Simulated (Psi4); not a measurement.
**CH5Al (AlH2Me): a chain of runs**

We compute a geometry optimisation (singlet CH5Al, HF/6-31G*), then the energy (doublet CH5Al+, UHF/6-31G*), then a geometry optimisation (doublet CH5Al+, UHF/6-31G*) of CH5Al. 

The calculation is run with Psi4 1.11.

## Step 1: The system as given

The species is CH5Al (7 atoms), meant as a singlet with charge 0. As SMILES, `[H][Al]([H])[CH3]`. Geometry: a GFN2-xTB relaxation, a rough one for these elements and not checked as a minimum. The run starts from this shape.

Bond lengths: Al1–C4 1.985 Å, Al1–H2 1.551 Å, Al1–H3 1.551 Å, C4–H5 1.097 Å, C4–H6 1.098 Å, C4–H7 1.098 Å. Angles: Al1–C4–H5 113.2°, Al1–C4–H6 112.2°, Al1–C4–H7 112.2°, H2–Al1–C4 123.8°, H3–Al1–C4 123.7°, H5–C4–H6 106.1°, H5–C4–H7 105.9°, H6–C4–H7 106.7°, H2–Al1–H3 112.5°.

## Step 2: A geometry optimisation at HF/6-31G(d) (density fitting, Cartesian functions) (run 1)

The input, input.inp:

```
memory 1.6 GB

molecule molecule1 {
  0 1
  Al
  H 1 r2
  H 1 r3 2 a3
  C 1 r4 2 a4 3 d4
  H 4 r5 1 a5 2 d5
  H 4 r6 5 a6 1 d6
  H 4 r7 5 a7 6 d7

  r2 = 1.551489
  r3 = 1.551494
  a3 = 112.53018
  r4 = 1.984538
  a4 = 123.75085
  d4 = -179.50304
  r5 = 1.097197
  a5 = 113.23503
  d5 = -85.71209
  r6 = 1.097862
  a6 = 106.09659
  d6 = 123.4517
  r7 = 1.098086
  a7 = 105.94103
  d7 = 113.2066
  symmetry c1
}

set {
  basis 6-31G*
  reference rhf
}

optimize("scf")
print_variables()
```

The run is started by

```bash
$ psi4 input.inp input.out -n 1
```

input.out:

```text
[...]
  Running in c1 symmetry.
[...]
  Nuclear repulsion =   50.267348425548739
[...]
  Multiplicity = 1
[...]
  Nalpha       = 12
  Nbeta        = 12
[...]
    Number of basis functions: 44
[...]
   @DF-RHF iter   1:  -282.60154625439662   -8.13450e-01   7.14265e-03 ADIIS/DIIS
[...]
   @DF-RHF iter   7:  -282.66294565987846   -7.95808e-13   3.53777e-09 DIIS
[...]
  @DF-RHF Final Energy:  -282.66294565987846
   => Energetics <=
    Nuclear Repulsion Energy =             50.3656437351285504
    One-Electron Energy =                -491.1094446502976893
    Two-Electron Energy =                 158.0808552552906292
    Total Energy =                       -282.6629456598784600
[...]
 Multipole Moments:
 ------------------------------------------------------------------------------------
     Multipole            Electronic (a.u.)      Nuclear  (a.u.)        Total (a.u.)
 ------------------------------------------------------------------------------------
 L = 1.  Multiply by 2.5417464519 to convert [e a0] to [Debye]
 Dipole X            :         -0.0954016            0.0945713           -0.0008302
 Dipole Y            :          2.1075676           -2.2997986           -0.1922310
 Dipole Z            :          1.2304164           -1.3436149           -0.1131986
 Magnitude           :                                                    0.2230860
[...]
  -Total Gradient:
     Atom            X                  Y                   Z
    ------   -----------------  -----------------  -----------------
       1       -0.000052390549     0.000053886333     0.000058270461
       2        0.000004009537     0.000004586054    -0.000004285468
       3        0.000004495679    -0.000007958574    -0.000016390817
       4        0.000111129394    -0.000265682991    -0.000157499016
       5       -0.000051739496     0.000037947145     0.000020078071
       6       -0.000010545215     0.000094526520     0.000058500717
       7       -0.000004959349     0.000082695512     0.000041326053
[...]
    Final optimized geometry and variables:
    Molecular point group: c1
    Full point group: C1
    Geometry (in Angstrom), charge = 0, multiplicity = 1:
    AL
    H             1          r2
    H             1          r3      2          a3
    C             1          r4      2          a4      3          d4
    H             4          r5      1          a5      2          d5
    H             4          r6      5          a6      1          d6
    H             4          r7      5          a7      6          d7
    a3        =  118.5904063328
    a4        =  120.5630282919
    a5        =  110.5173916772
[...]
```

The script printed:

```text
Optimizer: Optimization complete!
```

Wall time 4.5 s (1 thread of Intel Xeon 6975P-C (Granite Rapids), shared host); peak memory 0.22 GiB.

The path in brief:

```tsv
step	energy from the first frame kept (eV)	largest force (eV/Å)
0	0.0000	0.6569
1	-0.0446	0.3003
2	0.2260	1.9808
3	0.0639	1.2148
4	-0.0476	0.2126
5	-0.0513	0.0334
6	-0.0514	0.0169
```

After the run. Bond lengths: Al1–C4 1.973 Å, Al1–H2 1.589 Å, Al1–H3 1.589 Å, C4–H5 1.091 Å, C4–H6 1.087 Å, C4–H7 1.088 Å. Angles: Al1–C4–H5 110.5°, Al1–C4–H6 112.5°, Al1–C4–H7 112.2°, H2–Al1–C4 120.6°, H3–Al1–C4 120.8°, H5–C4–H6 106.8°, H5–C4–H7 106.5°, H6–C4–H7 108.0°, H2–Al1–H3 118.6°.

## Step 3: The doublet cation: a single-point energy at UHF/6-31G(d) (density fitting, Cartesian functions) (run 2)

The input, job.dat:

```
memory 1600 MB

molecule {
  1 2
  Al     0.497532     0.941105     0.011943
  H      2.082050     1.048370     0.055269
  H     -0.354562     2.281528    -0.022191
  C     -0.387840    -0.821236    -0.025946
  H     -0.448048    -1.196835    -1.047967
  H     -1.405228    -0.783784     0.354972
  H      0.158451    -1.567767     0.545903
  symmetry c1
}

set basis 6-31G*
set reference uhf

energy_value = energy('scf')
```

The run is started by

```bash
$ psi4 -n 1 job.dat job.out
```

job.out:

```text
[...]
  Running in c1 symmetry.
[...]
  Nuclear repulsion =   50.365644680337368
[...]
  Multiplicity = 2
[...]
  Nalpha       = 12
  Nbeta        = 11
[...]
    Number of basis functions: 44
[...]
   @DF-UHF iter   1:  -282.18701668043332   -3.92921e-01   7.73271e-03 DIIS/ADIIS
[...]
   @DF-UHF iter  10:  -282.28216954795494   -1.37713e-08   8.11825e-07 DIIS
[...]
   @S^2 Observed:                8.362429659E-01
[...]
    Orbital Energies [Eh]
    ---------------------
    Alpha Occupied:
       1A    -58.746018     2A    -11.385607     3A     -5.169161
       4A     -3.487009     5A     -3.482202     6A     -3.477545
       7A     -1.106604     8A     -0.894557     9A     -0.820302
      10A     -0.724062    11A     -0.721851    12A     -0.629834
    Alpha Virtual:
      13A     -0.165621    14A     -0.071297    15A     -0.059319
      16A     -0.024702    17A      0.017870    18A      0.074492
      19A      0.087557    20A      0.163608    21A      0.178040
      22A      0.184928    23A      0.240526    24A      0.376745
      25A      0.406484    26A      0.485915    27A      0.515848
[...]
  @DF-UHF Final Energy:  -282.28216954795494
   => Energetics <=
    Nuclear Repulsion Energy =             50.3656446803373683
    One-Electron Energy =                -484.9998433679065215
    Two-Electron Energy =                 152.3520291396142170
    Total Energy =                       -282.2821695479549362
  UHF NO Occupations:
  HONO-2 :   10  A 1.9993713
  HONO-1 :   11  A 1.9566230
[...]
 Multipole Moments:
 ------------------------------------------------------------------------------------
     Multipole            Electronic (a.u.)      Nuclear  (a.u.)        Total (a.u.)
 ------------------------------------------------------------------------------------
 L = 1.  Multiply by 2.5417464519 to convert [e a0] to [Debye]
 Dipole X            :          1.8590295           -1.1826906            0.6763389
 Dipole Y            :          3.7216830           -2.3859296            1.3357534
 Dipole Z            :          0.1284039           -0.1090764            0.0193275
 Magnitude           :                                                    1.4973460
[...]
```

Run time: 1.9 s. Hardware: 1 thread of Intel Xeon 6975P-C (Granite Rapids), shared host; peak memory 0.18 GiB.

## Step 4: The doublet cation: a geometry optimisation at UHF/6-31G(d) (density fitting, Cartesian functions) (run 3)

The input, ch5al.xyz:

```xyz
7
CH5Al
Al     0.497532     0.941105     0.011943
H      2.082050     1.048370     0.055269
H     -0.354562     2.281528    -0.022191
C     -0.387840    -0.821236    -0.025946
H     -0.448048    -1.196835    -1.047967
H     -1.405228    -0.783784     0.354972
H      0.158451    -1.567767     0.545903
```

The input, calc.py:

```python
import psi4

psi4.set_memory(1600000000)
psi4.set_num_threads(1)
psi4.core.set_output_file('output.dat', False)

with open('ch5al.xyz') as f:
    atoms = ''.join(f.readlines()[2:])
mol = psi4.geometry('1 2\n' + atoms + 'symmetry c1')

options = {'basis': '6-31G*', 'reference': 'uhf'}
psi4.set_options(options)

E, wfn = psi4.optimize("hf", molecule=mol, return_wfn=True)
print(f'hf energy: {E:.10f} Eh')
print(mol.to_string(dtype='xyz', units='Angstrom'))
```

The run is started by

```bash
$ python calc.py
```

output.dat:

```text
gradient() will perform analytic gradient computation.

   => Loading Basis Set <=

    Name: 6-31G*
    Role: ORBITAL
    Keyword: BASIS

         ---------------------------------------------------------
                                   SCF
                              UHF Reference
                        1 Threads,   1525 MiB Core
         ---------------------------------------------------------

  ==> Geometry <==

    Molecular point group: c1
    Full point group: C1

    Geometry (in Angstrom), charge = 1, multiplicity = 2:

[... 434 lines left out ...]
   @DF-UHF iter   6:  -282.29729788991153   -4.27847e-07   3.00973e-06 DIIS
[... 632 lines left out ...]
	                                 ==> Convergence Check <==
[... 603 lines left out ...]
    Nuclear Repulsion Energy =             50.2910491614599948
[... 691 lines left out ...]
   @DF-UHF iter  20:  -282.16082775437076   -8.63628e-08   3.91950e-06 DIIS
[... 675 lines left out ...]
   @DF-UHF iter  12:  -282.18848947246255   -2.67164e-12   7.94861e-09 DIIS
[... 715 lines left out ...]
   @DF-UHF iter   5:  -282.18884914869551   -5.41879e-08   1.77023e-06 DIIS
[... 671 lines left out ...]
	  Convergence Criteria     1.00e-06 *    3.00e-04 *             o    1.20e-03 *             o
[... 15 lines left out ...]
    Structure for next step:
    Molecular point group: c1
    Full point group: C1

    Geometry (in Angstrom), charge = 1, multiplicity = 2:

    AL           0.382817033084     0.458883834732     0.208081723025
    H            1.189637150587     1.747895471513     0.345367702870
    H           -0.147141974740     1.496803544577    -1.178166511652
    C           -0.650345833512    -1.079890752894    -0.268105542165
    H           -1.554627910033    -1.487219581167    -0.742712235236
    H           -0.541546537521    -0.607931003091    -1.213187196171
    H           -1.451559678721    -0.576733559558     0.410211454719

PsiException: Could not converge geometry optimization in 50 iterations.

[set-up sections that repeat, and orbital energies of the middle runs, are left out above]
```

Run time: 19 s. Hardware: 1 thread of Intel Xeon 6975P-C (Granite Rapids), shared host; peak memory 0.22 GiB.

The run stopped without converging.

## Step 5: What came out

| quantity | value |
| --- | --- |
| run 1, HF/6-31G*: total energy at the end | -282.66295 Eh |
| run 1, HF/6-31G*: dipole moment | 0.57 D |
| run 1, HF/6-31G*: HOMO energy | -11.04 eV |
| run 1, HF/6-31G*: LUMO energy | 1.36 eV |
| run 1, HF/6-31G*: HOMO–LUMO gap | 12.40 eV |
| doublet cation, run 2: total energy | -282.28217 Eh |
| doublet cation, run 2: HOMO energy (highest over α and β) | -16.45 eV |
| doublet cation, run 2: LUMO energy (lowest over α and β) | -9.38 eV |
| doublet cation, run 2: ⟨S²⟩ | 0.836 |
| doublet cation, run 3 | no result (not converged) |

What this shows: The optimisation (run 1, HF/6-31G*) took 7 steps and changed the energy by -0.051 eV. 1 of the 3 runs did not end normally.
